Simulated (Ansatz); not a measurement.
## 2H WS2

All values below come from PBE+SOC (Ansatz, a first-principles code, plane waves, PAW).

Settings: plane-wave cutoff 520 eV, 12×12×4 k mesh (along the axes of the cell as run), Fermi–Dirac smearing 0.01 eV, PAW data made under PBE.

Cell: relaxed at this level.

For 2H WS2, the volume per atom is 21.83 Å³/atom. The lattice parameter a is 3.187 Å, the c axis length is 14.883 Å and the band gap comes out as 1.55 eV (direct). The Γ–Γ gap is 2.59 eV.

Measured, for comparison: band gap 1.35 eV (room temperature, not corrected to a static lattice, bulk 2H; as tabulated in Bastos et al. (2019), arXiv:1903.08112); lattice constant a 3.153 Å, lattice parameter c 12.323 Å (300 K, not corrected to a static lattice; as tabulated in arXiv:1605.07067). Computed (rounded) less measured: band gap +0.20 eV, lattice constant a +1.1 %, lattice parameter c +20.8 %.

Note: for a layered or molecular solid the relaxed cell lies over 5 % above the published volume, where the minimum can be shallow; the cell comes from a level without a dispersion term, which matters for the spacing of layers, chains or molecules.

The computed numbers hold no vibrational or temperature effects.

The result took very roughly 100 core-minutes.
